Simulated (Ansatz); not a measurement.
Basis-set extrapolation for C4H6O, SMILES `CC#COC` (PBE0-D4/def2-TZVP geometry, frozen core, the Gaussian-basis code of Ansatz). Multiplicity 1, RHF reference.

|  | def2-TZVPP | def2-QZVPP |
| --- | --- | --- |
| HF | -229.828133 | -229.838461 |
| MP2 correlation | -0.879975 | -0.940181 |
| CCSD(T) correlation | -0.950366 | not run |

Energies in hartree. Use E(X) = E(∞) + A·exp(−7.88·√X) for Hartree–Fock and E(X) = E(∞) + B·X^(−2.97) for correlation, with X = 3 and 4, and add CCSD(T) minus MP2 of the smaller set to the MP2 limit.

**Question.** What is the CCSD(T) energy at the basis-set limit?

**Answer.** HF limit: -229.838461 + (-0.010328) × 0.13774 = -229.83988. MP2 limit: -0.940181 + (-0.060206) × 0.74074 = -0.98478. Higher-order term: -0.950366 − (-0.879975) = -0.07039. Total: -230.89505 hartree, 306.0 kJ/mol below CCSD(T)/def2-TZVPP.
